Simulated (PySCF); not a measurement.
Compound: C₃H₄FS₂ (doublet state).
Numbering: `[F:1][C@@H:2]1[S:3][CH:4][CH2:5][S:6]1` (hydrogens: H7 on C2; H8 on C4; H9, H10 on C5)

Level of theory: PySCF, UKS B3LYP, pcH-1 on C F H S, non-relativistic, mean-field spin-orbit, GIAO. One conformer (not necessarily the lowest) at the GFN2-xTB geometry, without solvent, vibrations or thermal averaging. A GFN2-xTB geometry isn't a minimum of the functional, and hyperfine couplings can be far from their values at a DFT geometry. The SCF solution wasn't tested for stability.

Question: Break the g tensor into its mass correction, gauge correction and orbital-Zeeman/spin–orbit terms.

Answer: 
| Δg (ppt) | 1 | 2 | 3 |
| --- | --- | --- | --- |
| relativistic mass correction | -0.17 | -0.17 | -0.17 |
| gauge correction | 0.01 | 0.03 | 0.02 |
| orbital Zeeman/spin–orbit | -1.96 | 3.28 | 5.48 |
| total | -2.12 | 3.14 | 5.33 |

So g = 2.00020, 2.00546, 2.00765 and g_iso = 2.00443; the tensor is rhombic: the two nearest values differ by 29 % of g3 − g1. Axes: g3 points within 13° of the C2–S3 bond.

Question: At 9.368 GHz, how far is the centre of the isotropic spectrum from where a free electron (g = 2.002319) resonates?

Answer: B = hν/(g μB) with μB/h = 13.99624 MHz/mT gives 334.27 mT for the free electron and 333.92 mT at g_iso, 0.35 mT lower.

Question: What are the electron Larmor frequencies g μB B/h along the three axes at 350 mT?

Answer: 9.7983, 9.8241, 9.8348 GHz for g1, g2 and g3, a range of 36.5 MHz.

Question: How much does each term add to the isotropic shift?

Answer: The orbital-Zeeman/spin–orbit term 2.27, the mass correction -0.17 and the gauge correction 0.02 ppt, for a total of 2.12 ppt. The orbital-Zeeman/spin–orbit term is the largest in size. The mass correction is the same along every axis, so the anisotropy comes from the other two: their spans along these axes are 0.02 (gauge) and 7.44 ppt (orbital Zeeman/spin–orbit).

Question: In a frozen sample, at which fields do the three g values resonate at 9.5, 34, 94 and 263 GHz (hyperfine left aside), and which band first spreads them over more than twice a line width of 1.0 mT?

Answer: 
```tsv
band	GHz	B(g3) mT	B(g2) mT	B(g1) mT	spread mT
X	9.5	338.08	338.45	339.34	1.26
Q	34.0	1209.98	1211.31	1214.49	4.51
W	94.0	3345.25	3348.91	3357.71	12.47
J	263.0	9359.57	9369.81	9394.46	34.88
```

The spread grows in proportion to the frequency. Q band is the first where it exceeds 2.0 mT.

Largest spin populations (Mulliken): C4 (+0.79), S3 (+0.16), S6 (+0.08) and C5 (-0.06). The angles at C4 add up to 358.3°, so it is nearly planar; its axial dipolar tensor and the negative coupling of its proton fit spin in a p orbital normal to that plane.

The HOMO–LUMO gaps are 4.91 eV among the α and 4.45 eV among the β orbitals.
